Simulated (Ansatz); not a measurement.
## CsCl-type TlBr

The numbers are results of HSE06 (plane waves, PAW; Ansatz, a program for electronic structure), not measurements.

Numerical settings: plane-wave cutoff 520 eV, 6×6×6 k mesh, finite displacements, scalar-relativistic PAW data made under PBE.

Cell: relaxed at this level.

| Item | Value |
|---|---|
| TO(Γ) frequency | 19 cm⁻¹ |

Spin–orbit coupling is not included; it can shift volumes and moduli of such heavy elements.
